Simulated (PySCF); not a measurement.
Compound: C3H5ClS.
Bonds: C1–C2, C2–S3 (double), C2–C4, C4–Cl5. Hydrogens: H6, H7, H8 on C1; H9, H10 on C4.

Computed by this run: PBE0-D3(BJ)/def2-SVP geometry optimisation, gas phase in PySCF 2.14.0; density fitting, grid level 1; the optimiser is geomeTRIC in internal coordinates, started from a GFN2-xTB structure with every atom displaced at random (about 0.01 Å).

Geometry at step 0:
```
atom  x, y, z in Å
C1     -1.1885    0.3829   -0.1941
C2     -0.0800   -0.0967    0.6142
S3     -0.1894   -0.2920    2.2154
C4      1.2155   -0.4627   -0.1020
Cl5     1.7404    0.8407   -1.1959
H6     -0.9183    1.3200   -0.7295
H7     -2.0591    0.6179    0.4311
H8     -1.4655   -0.3239   -0.9590
H9      1.9856   -0.6682    0.6251
H10     1.0098   -1.3389   -0.7263
```

Question: Give the atomic forces at this geometry.

Answer: 
```csv
atom,Fx (eV/Å),Fy (eV/Å),Fz (eV/Å)
C1,-0.812,1.509,-0.211
C2,1.201,-0.361,0.267
S3,0.095,-0.119,0.440
C4,-1.213,0.381,-0.030
Cl5,0.206,0.084,-0.109
H6,0.096,-0.314,0.097
H7,-0.021,-0.164,-0.005
H8,-0.198,-0.642,-0.656
H9,0.511,-0.123,0.307
H10,0.134,-0.251,-0.099
```

The largest, 1.73 eV/Å, acts on C1; the rms over all components is 0.517 eV/Å. The forces sum to zero within rounding, as they must for an isolated molecule in no field.

Question: Give the force on C1 in Eh/bohr and in nN.

Answer: 1.726 eV/Å ÷ 51.422 = 0.03357 Eh/bohr, and 1.726 eV/Å × 1.602 = 2.77 nN.

Question: How far is this geometry from the end of the optimisation?

Answer: 0.074 eV above it, and 0.160 Å rms away after alignment. The bonds farthest from their final lengths, with half the difference of the two atoms' forces along the bond (positive lengthens):

```json
{"bond": "C1–C2", "now (Å)": "1.453", "final (Å)": "1.491", "force along bond (eV/Å)": "+1.21"}
{"bond": "C1–H8", "now (Å)": "1.078", "final (Å)": "1.103", "force along bond (eV/Å)": "+0.78"}
{"bond": "C2–C4", "now (Å)": "1.525", "final (Å)": "1.506", "force along bond (eV/Å)": "-1.04"}
{"bond": "C4–H9", "now (Å)": "1.079", "final (Å)": "1.096", "force along bond (eV/Å)": "+0.78"}
{"bond": "C1–H6", "now (Å)": "1.113", "final (Å)": "1.103", "force along bond (eV/Å)": "-0.73"}
{"bond": "C4–Cl5", "now (Å)": "1.781", "final (Å)": "1.790", "force along bond (eV/Å)": "+0.13"}
```

The angle farthest from its final value is H6–C1–H7, 106.6° against 109.8°.

Of the 5 listed bonds off by 0.010 Å or more, this force points towards the final length in 5.

The cost below is that of the whole optimisation. On Intel Xeon Platinum 8488C, one thread, no GPU, shared host with 192 logical CPUs at a one-minute load of 53, this took 33 s of wall time and 0.44 GiB of memory at its peak.
